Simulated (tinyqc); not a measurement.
Inside a calculation (part 1 of 2). Method: CCD on RHF in the sto-6g basis, for H2F+, spin multiplicity 1. Computed by tinyqc, a small Python program that keeps every step (integrals from PySCF). Settings: charge = 1, multiplicity = 1, basis = sto-6g, method = RHF, energy threshold = 1e-10, iteration cap = 82, orthogonalisation = symmetric, start = Wolfsberg-Helmholz matrix, DIIS depth = 6, amplitude equations = CCD, DIIS depth for amplitudes = 4, cap on updates = 51. Command: `OMP_NUM_THREADS=1 python tinyqc.py 26525 26526 out.jsonl` (the two numbers bound the seeds that draw the settings). One thread of a shared host (Intel(R) Xeon(R) Processor @ 2.60GHz), about 0.1 s of CPU time with the checks. The early iterations of the SCF are left out here.

## One-electron integrals

Geometry (angstrom):
```
atom       x        y       z
F     0.0000   0.0000  0.0000
H     0.0000   0.8710  0.5220
H     0.0000  -0.8790  0.5270
```

Basis sto-6g: exponents (1/bohr^2) and contraction coefficients of normalised primitives:
```
element  l (shell)   exponent  coefficient
F            s (1)  1728.6266       0.0092
F            s (1)   316.9418       0.0494
F            s (1)    88.6689       0.1685
F            s (1)    30.4602       0.3706
F            s (1)    11.8286       0.4165
F            s (1)     4.8717       0.1303
F            s (2)    67.0323      -0.0133
F            s (2)    13.2674      -0.0470
F            s (2)     4.1235      -0.0338
F            s (2)     1.5865       0.2502
F            s (2)     0.6890       0.5951
F            s (2)     0.3158       0.2407
F            p (3)    67.0323       0.0038
F            p (3)    13.2674       0.0377
F            p (3)     4.1235       0.1739
F            p (3)     1.5865       0.4180
F            p (3)     0.6890       0.4259
F            p (3)     0.3158       0.1017
H            s (1)    35.5232       0.0092
H            s (1)     6.5131       0.0494
H            s (1)     1.8221       0.1685
H            s (1)     0.6260       0.3706
H            s (1)     0.2431       0.4165
H            s (1)     0.1001       0.1303
```

Overlap, kinetic and nuclear-attraction integrals over the contracted functions; the nuclear repulsion is the sum of Za Zb / Rab.

nuclear repulsion = 9.639547 hartree

overlap S:
```
         1F 1s   1F 2s  1F 2px   1F 2py  1F 2pz   2H 1s    3H 1s
1F 1s   1.0000  0.2325  0.0000   0.0000  0.0000  0.0404   0.0395
1F 2s   0.2325  1.0000  0.0000   0.0000  0.0000  0.3887   0.3829
1F 2px  0.0000  0.0000  1.0000   0.0000  0.0000  0.0000   0.0000
1F 2py  0.0000  0.0000  0.0000   1.0000  0.0000  0.2684  -0.2654
1F 2pz  0.0000  0.0000  0.0000   0.0000  1.0000  0.1608   0.1591
2H 1s   0.0404  0.3887  0.0000   0.2684  0.1608  1.0000   0.1773
3H 1s   0.0395  0.3829  0.0000  -0.2654  0.1591  0.1773   1.0000
```

kinetic energy T (hartree):
```
          1F 1s    1F 2s  1F 2px   1F 2py  1F 2pz    2H 1s    3H 1s
1F 1s   37.3977  -1.1433  0.0000   0.0000  0.0000  -0.0038  -0.0040
1F 2s   -1.1433   1.0823  0.0000   0.0000  0.0000   0.0811   0.0773
1F 2px   0.0000   0.0000  3.2513   0.0000  0.0000   0.0000   0.0000
1F 2py   0.0000   0.0000  0.0000   3.2513  0.0000   0.1699  -0.1646
1F 2pz   0.0000   0.0000  0.0000   0.0000  3.2513   0.1018   0.0987
2H 1s   -0.0038   0.0811  0.0000   0.1699  0.1018   0.7685  -0.0064
3H 1s   -0.0040   0.0773  0.0000  -0.1646  0.0987  -0.0064   0.7685
```

nuclear attraction V (hartree):
```
           1F 1s     1F 2s    1F 2px    1F 2py    1F 2pz    2H 1s    3H 1s
1F 1s   -78.8599   -8.1069    0.0000   -0.0002   -0.0132  -1.6122  -1.5772
1F 2s    -8.1069  -12.5089    0.0000   -0.0022   -0.1530  -3.6732  -3.6092
1F 2px    0.0000    0.0000  -12.4483    0.0000    0.0000   0.0000   0.0000
1F 2py   -0.0002   -0.0022    0.0000  -12.5809   -0.0009  -2.2138   2.1805
1F 2pz   -0.0132   -0.1530    0.0000   -0.0009  -12.4959  -1.3671  -1.3475
2H 1s    -1.6122   -3.6732    0.0000   -2.2138   -1.3671  -6.0958  -1.2314
3H 1s    -1.5772   -3.6092    0.0000    2.1805   -1.3475  -1.2314  -6.0589
```

core Hamiltonian H = T + V (hartree):
```
           1F 1s     1F 2s   1F 2px   1F 2py   1F 2pz    2H 1s    3H 1s
1F 1s   -41.4622   -9.2502   0.0000  -0.0002  -0.0132  -1.6160  -1.5811
1F 2s    -9.2502  -11.4266   0.0000  -0.0022  -0.1530  -3.5921  -3.5319
1F 2px    0.0000    0.0000  -9.1969   0.0000   0.0000   0.0000   0.0000
1F 2py   -0.0002   -0.0022   0.0000  -9.3296  -0.0009  -2.0438   2.0159
1F 2pz   -0.0132   -0.1530   0.0000  -0.0009  -9.2446  -1.2653  -1.2488
2H 1s    -1.6160   -3.5921   0.0000  -2.0438  -1.2653  -5.3273  -1.2378
3H 1s    -1.5811   -3.5319   0.0000   2.0159  -1.2488  -1.2378  -5.2903
```

## Two-electron integrals

Functions are numbered as in S; the eight-fold symmetry (ij|kl) = (ji|kl) = (kl|ij) leaves the list below.

Two-electron integrals (ij|kl) in chemists' order, unique and non-zero (hartree):
```
(11|11) 5.4062      (21|11) 0.7681      (21|21) 0.1389      (22|11) 1.2663
(22|21) 0.2840      (22|22) 0.9264      (31|31) 0.0295      (32|31) 0.0447
(32|32) 0.2048      (33|11) 1.2663      (33|21) 0.2840      (33|22) 0.9264
(33|33) 0.9981      (41|41) 0.0295      (42|41) 0.0447      (42|42) 0.2048
(43|43) 0.0538      (44|11) 1.2663      (44|21) 0.2840      (44|22) 0.9264
(44|33) 0.8905      (44|44) 0.9981      (51|51) 0.0295      (52|51) 0.0447
(52|52) 0.2048      (53|53) 0.0538      (54|54) 0.0538      (55|11) 1.2663
(55|21) 0.2840      (55|22) 0.9264      (55|33) 0.8905      (55|44) 0.8905
(55|55) 0.9981      (61|11) 0.1422      (61|21) 0.0246      (61|22) 0.0493
(61|33) 0.0492      (61|41) 0.0009      (61|42) 0.0018      (61|44) 0.0494
(61|51) 0.0006      (61|52) 0.0011      (61|54) 1.11e-04    (61|55) 0.0493
(61|61) 0.0044      (62|11) 0.3540      (62|21) 0.0806      (62|22) 0.2925
(62|33) 0.2883      (62|41) 0.0050      (62|42) 0.0374      (62|44) 0.2974
(62|51) 0.0030      (62|52) 0.0224      (62|54) 0.0054      (62|55) 0.2916
(62|61) 0.0143      (62|62) 0.1134      (63|31) 0.0090      (63|32) 0.0514
(63|43) 0.0078      (63|53) 0.0047      (63|63) 0.0168      (64|11) 0.2042
(64|21) 0.0471      (64|22) 0.1829      (64|33) 0.1751      (64|41) 0.0116
(64|42) 0.0737      (64|44) 0.1965      (64|51) 0.0015      (64|52) 0.0133
(64|54) 0.0081      (64|55) 0.1772      (64|61) 0.0087      (64|62) 0.0871
(64|64) 0.0832      (65|11) 0.1224      (65|21) 0.0282      (65|22) 0.1096
(65|33) 0.1050      (65|41) 0.0015      (65|42) 0.0133      (65|44) 0.1084
(65|51) 0.0099      (65|52) 0.0594      (65|54) 0.0099      (65|55) 0.1156
(65|61) 0.0052      (65|62) 0.0522      (65|64) 0.0398      (65|65) 0.0406
(66|11) 0.5056      (66|21) 0.1172      (66|22) 0.4888      (66|33) 0.4722
(66|41) 0.0093      (66|42) 0.0971      (66|44) 0.5088      (66|51) 0.0056
(66|52) 0.0582      (66|54) 0.0220      (66|55) 0.4854      (66|61) 0.0210
(66|62) 0.2428      (66|64) 0.2163      (66|65) 0.1296      (66|66) 0.7750
(71|11) 0.1391      (71|21) 0.0241      (71|22) 0.0482      (71|33) 0.0481
(71|41) -0.0009     (71|42) -0.0018     (71|44) 0.0483      (71|51) 0.0005
(71|52) 0.0011      (71|54) -1.09e-04   (71|55) 0.0482      (71|61) 0.0043
(71|62) 0.0135      (71|64) 0.0076      (71|65) 0.0050      (71|66) 0.0196
(71|71) 0.0043      (72|11) 0.3478      (72|21) 0.0792      (72|22) 0.2876
(72|33) 0.2835      (72|41) -0.0049     (72|42) -0.0369     (72|44) 0.2925
(72|51) 0.0029      (72|52) 0.0221      (72|54) -0.0054     (72|55) 0.2867
(72|61) 0.0136      (72|62) 0.0903      (72|64) 0.0477      (72|65) 0.0403
(72|66) 0.1567      (72|71) 0.0137      (72|72) 0.1099      (73|31) 0.0088
(73|32) 0.0505      (73|43) -0.0077     (73|53) 0.0046      (73|63) 0.0129
(73|73) 0.0162      (74|11) -0.2013     (74|21) -0.0465     (74|22) -0.1804
(74|33) -0.1727     (74|41) 0.0114      (74|42) 0.0724      (74|44) -0.1938
(74|51) -0.0015     (74|52) -0.0132     (74|54) 0.0080      (74|55) -0.1748
(74|61) -0.0076     (74|62) -0.0479     (74|64) -0.0129     (74|65) -0.0209
(74|66) -0.0751     (74|71) -0.0084     (74|72) -0.0846     (74|74) 0.0809
(75|11) 0.1207      (75|21) 0.0279      (75|22) 0.1082      (75|33) 0.1036
(75|41) -0.0015     (75|42) -0.0132     (75|44) 0.1069      (75|51) 0.0098
(75|52) 0.0584      (75|54) -0.0097     (75|55) 0.1140      (75|61) 0.0050
(75|62) 0.0404      (75|64) 0.0209      (75|65) 0.0307      (75|66) 0.0772
(75|71) 0.0050      (75|72) 0.0507      (75|74) -0.0388     (75|75) 0.0395
(76|11) 0.1131      (76|21) 0.0260      (76|22) 0.1026      (76|33) 0.1009
(76|41) -4.97e-06   (76|42) -5.64e-05   (76|44) 0.1029      (76|51) 0.0016
(76|52) 0.0141      (76|54) -1.12e-05   (76|55) 0.1040      (76|61) 0.0046
(76|62) 0.0393      (76|64) 0.0263      (76|65) 0.0207      (76|66) 0.0883
(76|71) 0.0045      (76|72) 0.0388      (76|74) -0.0261     (76|75) 0.0204
(76|76) 0.0168      (77|11) 0.5015      (77|21) 0.1163      (77|22) 0.4854
(77|33) 0.4689      (77|41) -0.0092     (77|42) -0.0961     (77|44) 0.5052
(77|51) 0.0055      (77|52) 0.0576      (77|54) -0.0217     (77|55) 0.4820
(77|61) 0.0199      (77|62) 0.1583      (77|64) 0.0755      (77|65) 0.0778
(77|66) 0.2998      (77|71) 0.0203      (77|72) 0.2382      (77|74) -0.2128
(77|75) 0.1276      (77|76) 0.0883      (77|77) 0.7750
```

## Orthogonalisation

S = U s U^T; symmetric (Loewdin) form X = U s^(-1/2) U^T, so that X^T S X = 1.

eigenvalues of S: 0.4594  0.5238  0.9084  1.0000  1.0762  1.2990  1.7331

X:
```
          1F 1s    1F 2s  1F 2px   1F 2py   1F 2pz    2H 1s    3H 1s
1F 1s    1.0225  -0.1329  0.0000  -0.0001  -0.0051   0.0169   0.0166
1F 2s   -0.1329   1.1524  0.0000   0.0016   0.0533  -0.2188  -0.2138
1F 2px   0.0000   0.0000  1.0000   0.0000   0.0000   0.0000   0.0000
1F 2py  -0.0001   0.0016  0.0000   1.0720   0.0006  -0.1749   0.1724
1F 2pz  -0.0051   0.0533  0.0000   0.0006   1.0217  -0.0890  -0.0873
2H 1s    0.0169  -0.2188  0.0000  -0.1749  -0.0890   1.1212  -0.0680
3H 1s    0.0166  -0.2138  0.0000   0.1724  -0.0873  -0.0680   1.1174
```

## Iteration 8 (converged): orbitals

converged F (hartree):
```
           1F 1s    1F 2s   1F 2px   1F 2py   1F 2pz    2H 1s    3H 1s
1F 1s   -26.9314  -6.5236   0.0000  -0.0002  -0.0215  -1.1411  -1.1166
1F 2s    -6.5236  -3.4866   0.0000  -0.0020  -0.1035  -1.1589  -1.1402
1F 2px    0.0000   0.0000  -1.0327   0.0000   0.0000   0.0000   0.0000
1F 2py   -0.0002  -0.0020   0.0000  -0.9782  -0.0012  -0.5408   0.5352
1F 2pz   -0.0215  -0.1035   0.0000  -0.0012  -0.9995  -0.3770  -0.3737
2H 1s    -1.1411  -1.1589   0.0000  -0.5408  -0.3770  -0.8272  -0.3362
3H 1s    -1.1166  -1.1402   0.0000   0.5352  -0.3737  -0.3362  -0.8159
```

Diagonalise F' = X^T F X, C = X C', fill 5 alpha and 5 beta electrons from the bottom; D = 2 C_occ C_occ^T. Each column has its largest component positive (the first on a tie).

F' = X^T F X (hartree):
```
          1        2        3        4        5        6        7
1  -26.5150  -3.2064   0.0000  -0.0003  -0.0334  -0.1690  -0.1630
2   -3.2064  -2.1974   0.0000   0.0013   0.0348  -0.4793  -0.4701
3    0.0000   0.0000  -1.0327   0.0000   0.0000   0.0000   0.0000
4   -0.0003   0.0013   0.0000  -0.7527   0.0003  -0.4373   0.4328
5   -0.0334   0.0348   0.0000   0.0003  -0.9246  -0.2596  -0.2566
6   -0.1690  -0.4793   0.0000  -0.4373  -0.2596  -0.3711  -0.0724
7   -0.1630  -0.4701   0.0000   0.4328  -0.2566  -0.0724  -0.3727
```

orbital energies (hartree): MO1 -26.9346, MO2 -2.0443, MO3 -1.1818, MO4 -1.0577, MO5 -1.0327, MO6 -0.0448, MO7 0.1297

coefficients C:
```
            MO1      MO2      MO3      MO4     MO5      MO6      MO7
1F 1s    0.9971  -0.2381   0.0012   0.0572  0.0000   0.0984  -0.0032
1F 2s    0.0130   0.9521  -0.0070  -0.3080  0.0000  -0.6634   0.0237
1F 2px   0.0000   0.0000   0.0000   0.0000  1.0000   0.0000   0.0000
1F 2py   0.0000   0.0017   0.7388  -0.0063  0.0000   0.0192   0.8144
1F 2pz   0.0016   0.0967   0.0065   0.8915  0.0000  -0.5078   0.0149
2H 1s   -0.0024   0.0800   0.3394   0.1974  0.0000   0.7296  -0.8097
3H 1s   -0.0024   0.0783  -0.3362   0.2030  0.0000   0.7679   0.7659
```

D after iteration 8:
```
          1F 1s    1F 2s  1F 2px   1F 2py   1F 2pz    2H 1s    3H 1s
1F 1s    2.1083  -0.4626  0.0000   0.0004   0.0591  -0.0196  -0.0197
1F 2s   -0.4626   2.0029  0.0000  -0.0031  -0.3649   0.0259   0.0287
1F 2px   0.0000   0.0000  2.0000   0.0000   0.0000   0.0000   0.0000
1F 2py   0.0004  -0.0031  0.0000   1.0917  -0.0012   0.4992  -0.4990
1F 2pz   0.0591  -0.3649  0.0000  -0.0012   1.6083   0.3719   0.3727
2H 1s   -0.0196   0.0259  0.0000   0.4992   0.3719   0.3211  -0.1355
3H 1s   -0.0197   0.0287  0.0000  -0.4990   0.3727  -0.1355   0.3207
```

## Convergence

Stop when the energy changes by less than 1e-10 hartree and every element of the error matrix X^T (F D S - S D F) X is below 3e-06.

Course of the cycle:
```
iteration  E (hartree)     change  largest element of the error matrix
1           -99.516719          -                             5.87e-01
2           -99.764062  -2.47e-01                             1.10e-01
3           -99.781589  -1.75e-02                             2.43e-02
4           -99.782335  -7.45e-04                             3.81e-03
5           -99.782366  -3.11e-05                             1.21e-03
6           -99.782370  -4.53e-06                             9.10e-06
7           -99.782370  -1.54e-10                             4.22e-07
8           -99.782370  -3.41e-13                             8.52e-08
```

PySCF RHF in the same basis = -99.782370 hartree

Converged in 8 iterations.

## Integrals over molecular orbitals

(pq|rs) = sum C_ip C_jq C_kr C_ls (ij|kl), one index at a time.

one-electron integrals over orbitals h = C^T H C (hartree):
```
          1        2        3        4        5        6        7
1  -41.4486   0.7046  -0.0037  -0.1613   0.0000  -0.2940   0.0097
2    0.7046  -9.7019   0.0054   0.3335   0.0000   1.3815  -0.0469
3   -0.0037   0.0054  -8.0480  -0.0096   0.0000  -0.0547  -2.2005
4   -0.1613   0.3335  -0.0096  -8.7754   0.0000   1.3181  -0.0142
5    0.0000   0.0000   0.0000   0.0000  -9.1969   0.0000   0.0000
6   -0.2940   1.3815  -0.0547   1.3181   0.0000  -5.5348  -0.0049
7    0.0097  -0.0469  -2.2005  -0.0142   0.0000  -0.0049  -6.0345
```

Two-electron integrals over orbitals (pq|rs), unique and non-zero (hartree):
```
(11|11) 5.3812      (21|11) -0.5177     (21|21) 0.0807      (22|11) 1.2240
(22|21) -0.0211     (22|22) 0.8625      (31|11) 0.0028      (31|21) -3.72e-04
(31|22) 3.10e-04    (31|31) 0.0176      (32|11) -0.0017     (32|21) 1.84e-04
(32|22) 0.0005      (32|31) 0.0255      (32|32) 0.1572      (33|11) 0.9825
(33|21) -0.0077     (33|22) 0.7561      (33|31) -1.31e-04   (33|32) -0.0007
(33|33) 0.7318      (41|11) 0.1266      (41|21) -0.0170     (41|22) 0.0132
(41|31) 1.44e-04    (41|32) 1.10e-05    (41|33) 0.0043      (41|41) 0.0294
(42|11) -0.0914     (42|21) 0.0080      (42|22) 0.0014      (42|31) 6.36e-06
(42|32) 1.57e-04    (42|33) -0.0055     (42|41) 0.0309      (42|42) 0.1630
(43|11) 0.0020      (43|21) -8.17e-05   (43|22) 0.0008      (43|31) -0.0033
(43|32) 0.0069      (43|33) 0.0009      (43|41) -1.85e-04   (43|42) -0.0010
(43|43) 0.0474      (44|11) 1.1729      (44|21) -0.0140     (44|22) 0.8252
(44|31) 2.23e-05    (44|32) -0.0011     (44|33) 0.7145      (44|41) -0.0108
(44|42) -0.0873     (44|43) 0.0012      (44|44) 0.9031      (51|51) 0.0304
(52|51) 0.0391      (52|52) 0.1827      (53|51) -1.97e-04   (53|52) -0.0007
(53|53) 0.0380      (54|51) -0.0089     (54|52) -0.0322     (54|53) 2.41e-04
(54|54) 0.0542      (55|11) 1.2660      (55|21) -0.0135     (55|22) 0.8839
(55|31) 7.05e-05    (55|32) -0.0008     (55|33) 0.7441      (55|41) 0.0031
(55|42) -0.0481     (55|43) 0.0011      (55|44) 0.8417      (55|55) 0.9981
(61|11) 0.2264      (61|21) -0.0370     (61|22) 0.0056      (61|31) 0.0005
(61|32) 4.33e-04    (61|33) 0.0023      (61|41) -0.0043     (61|42) -0.0184
(61|43) 5.25e-05    (61|44) 0.0124      (61|55) 0.0055      (61|61) 0.0227
(62|11) -0.2988     (62|21) 0.0086      (62|22) -0.1456     (62|31) 2.87e-04
(62|32) 0.0018      (62|33) -0.0890     (62|41) -0.0170     (62|42) -0.0406
(62|43) -0.0005     (62|44) -0.1086     (62|55) -0.1517     (62|61) 0.0032
(62|62) 0.0751      (63|11) 0.0104      (63|21) -2.17e-04   (63|22) 0.0055
(63|31) -0.0039     (63|32) 0.0280      (63|33) 0.0045      (63|41) 1.91e-05
(63|42) -0.0013     (63|43) 0.0180      (63|44) 0.0046      (63|55) 0.0058
(63|61) 2.89e-05    (63|62) -0.0022     (63|63) 0.0709      (64|11) -0.2516
(64|21) 0.0026      (64|22) -0.1355     (64|31) -1.99e-04   (64|32) -0.0013
(64|33) -0.0789     (64|41) -0.0068     (64|42) 0.0021      (64|43) -4.71e-04
(64|44) -0.1430     (64|55) -0.1386     (64|61) 0.0018      (64|62) 0.0598
(64|63) -0.0036     (64|64) 0.0680      (65|51) -0.0140     (65|52) -0.0534
(65|53) 0.0008      (65|54) -0.0072     (65|65) 0.0258      (66|11) 0.6871
(66|21) -0.0058     (66|22) 0.5651      (66|31) -3.74e-04   (66|32) -0.0045
(66|33) 0.5509      (66|41) 0.0156      (66|42) 0.0658      (66|43) -0.0027
(66|44) 0.5318      (66|55) 0.5413      (66|61) -0.0041     (66|62) -0.0501
(66|63) -0.0042     (66|64) -0.0256     (66|66) 0.5415      (71|11) -0.0075
(71|21) 0.0013      (71|22) -7.38e-05   (71|31) 0.0176      (71|32) 0.0245
(71|33) -2.70e-04   (71|41) -6.23e-05   (71|42) 3.29e-04    (71|43) -0.0035
(71|44) -3.11e-04   (71|55) -1.79e-04   (71|61) -2.94e-04   (71|62) 3.65e-04
(71|63) -0.0037     (71|64) -1.86e-04   (71|66) -4.02e-04   (71|71) 0.0178
(72|11) 0.0103      (72|21) -2.69e-04   (72|22) 0.0051      (72|31) 0.0176
(72|32) 0.0665      (72|33) 0.0022      (72|41) 3.28e-04    (72|42) 2.47e-04
(72|43) -0.0216     (72|44) 0.0042      (72|55) 0.0051      (72|61) 3.67e-04
(72|62) -0.0009     (72|63) -0.0264     (72|64) -0.0020     (72|66) 0.0018
(72|71) 0.0171      (72|72) 0.0567      (73|11) 0.4294      (73|21) -0.0081
(73|22) 0.2110      (73|31) 2.38e-05    (73|32) -0.0021     (73|33) 0.1630
(73|41) -0.0012     (73|42) -0.0546     (73|43) 1.84e-04    (73|44) 0.2059
(73|55) 0.2322      (73|61) 0.0049      (73|62) -0.0724     (73|63) 0.0017
(73|64) -0.0805     (73|66) 0.0178      (73|71) -1.52e-04   (73|72) 0.0030
(73|73) 0.1608      (74|11) 0.0028      (74|21) -9.58e-06   (74|22) 0.0013
(74|31) -0.0072     (74|32) -0.0535     (74|33) 0.0009      (74|41) 3.02e-04
(74|42) 0.0010      (74|43) 0.0100      (74|44) 0.0016      (74|55) 0.0014
(74|61) -2.93e-04   (74|62) -0.0014     (74|63) -0.0409     (74|64) 4.42e-04
(74|66) 0.0037      (74|71) -0.0071     (74|72) -0.0115     (74|73) 0.0022
(74|74) 0.0463      (75|51) 4.56e-04    (75|52) 0.0017      (75|53) 0.0257
(75|54) -7.50e-05   (75|65) -2.67e-04   (75|75) 0.0202      (76|11) 0.0010
(76|21) -2.56e-05   (76|22) -4.18e-04   (76|31) -0.0102     (76|32) -0.0963
(76|33) 4.98e-04    (76|41) -3.02e-04   (76|42) -0.0010     (76|43) -0.0457
(76|44) 0.0013      (76|55) 4.04e-04    (76|61) -6.68e-05   (76|62) 2.27e-04
(76|63) -0.0872     (76|64) 0.0026      (76|66) 0.0086      (76|71) -0.0100
(76|72) 0.0043      (76|73) 0.0037      (76|74) 0.0581      (76|76) 0.1639
(77|11) 0.8044      (77|21) -0.0076     (77|22) 0.6156      (77|31) 0.0007
(77|32) 0.0055      (77|33) 0.6154      (77|41) 0.0029      (77|42) 0.0060
(77|43) 0.0023      (77|44) 0.5942      (77|55) 0.6034      (77|61) 0.0027
(77|62) -0.0473     (77|63) 0.0065      (77|64) -0.0306     (77|66) 0.5364
(77|71) 0.0005      (77|72) 0.0016      (77|73) 0.0736      (77|74) -0.0030
(77|76) -0.0079     (77|77) 0.5790
```

## CCD: starting amplitudes

t_ij^ab = <ij||ab> / (e_i + e_j - e_a - e_b), whose energy is MP2.

Starting amplitudes (spin orbitals 1a, 1b, ...; amplitudes related by a flip of all spins are not repeated; the 24 largest):
```
from      to         t
3a 3b  7a 7b   -0.0613
3a 4b  6b 7a   -0.0346
4a 4b  6a 6b   -0.0336
3a 3b  6a 6b   -0.0312
2a 3b  6a 7b    0.0219
2a 4b  6a 6b   -0.0199
4a 4b  7a 7b   -0.0195
2a 2b  6a 6b   -0.0188
3a 4b  6a 7b    0.0176
3a 4a  6a 7a   -0.0170
2a 3a  6a 7a    0.0139
2a 2b  7a 7b   -0.0130
5a 5b  6a 6b   -0.0130
5a 5b  7a 7b   -0.0087
2a 3b  6b 7a   -0.0080
2a 4b  7a 7b    0.0034
3a 4b  6a 6b    0.0017
3a 4b  7a 7b   -0.0009
2a 3b  7a 7b   -0.0009
3a 3b  6a 7b   -0.0007
2a 3b  6a 6b    0.0007
2a 4b  6b 7a   -0.0006
1a 2b  7a 7b   -0.0006
2a 4b  6a 7b  4.52e-04
```

correlation energy = -0.033685 hartree
